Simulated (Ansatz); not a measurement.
A nudged elastic band was laid between two geometries of H3Si + H4Si (9 atoms, charge 0, multiplicity 2).

Computed with UKS PBE/def2-SVP (Ansatz).

| Item | Value |
| --- | --- |
| movable images | 5 |
| climbing image | yes |
| spring | 5.0 eV/Å² |
| optimiser | quadratic models (default) |
| start path | through a guess of the saddle point |
| force threshold | 0.03 eV/Å |
| iteration limit | 60 |
| end points | relaxed |

Initial state:

```xyz
9
Properties=species:S:1:pos:R:3
Si 0.000 0.000 -0.575
H 0.000 0.000 0.931
H 1.417 0.000 -1.076
H -0.708 1.227 -1.076
H -0.708 -1.227 -1.076
Si 0.000 0.000 4.275
H -0.775 -1.207 4.731
H 1.433 -0.068 4.730
H -0.658 1.275 4.730
```

Final state:

```xyz
9
Properties=species:S:1:pos:R:3
Si 0.001 0.000 -0.810
H -0.001 0.000 2.534
H 1.435 0.000 -1.266
H -0.717 1.242 -1.264
H -0.717 -1.242 -1.265
Si 0.000 0.000 4.040
H -0.766 -1.192 4.542
H 1.415 -0.067 4.541
H -0.650 1.259 4.542
```

(1) Which bonds break or form, and what moves?

(2) Give the energies along the band, and the barrier.

(3) What is the geometry of the highest image?

The band took 5 iterations and of the order of 70 core-seconds.

## Answers

(1) Bonds broken: Si1–H2. Bonds formed: H2–Si6.  The two ends are copies of one structure, up to a mirror image or an exchange of like atoms.

(2) The run converged. The highest image is number 3 of 0 to 6, 0.144 eV above the ends, which have the same energy within 2 meV. A vibrational analysis at the climbing image gives one clearly imaginary mode, 700i cm⁻¹, and a faint second one (25i cm⁻¹) that may be numerical noise or a soft torsion: probably a first-order saddle point.

```
image  path coordinate (Å)  energy (eV)  Si1–H2 (Å)  H2–Si6 (Å)
    0                 0.00        0.000        1.51        3.34
    1                 0.67        0.009        1.51        2.89
    2                 1.35        0.048        1.53        2.43
    3                 2.02        0.144        1.78        1.78
    4                 2.69        0.048        2.43        1.53
    5                 3.36        0.009        2.89        1.51
    6                 4.04        0.000        3.34        1.51
```

(3) 
```xyz
9
Properties=species:S:1:pos:R:3
Si 0.000 0.000 -0.048
H 0.000 0.000 1.732
H 1.425 0.000 -0.534
H -0.712 1.234 -0.534
H -0.712 -1.234 -0.534
Si 0.000 0.000 3.514
H -0.770 -1.199 4.000
H 1.423 -0.067 4.000
H -0.653 1.266 4.000
```

The run took 38 s on 2 threads of Arm Neoverse V2, on a shared host, peak memory 0.13 GiB.
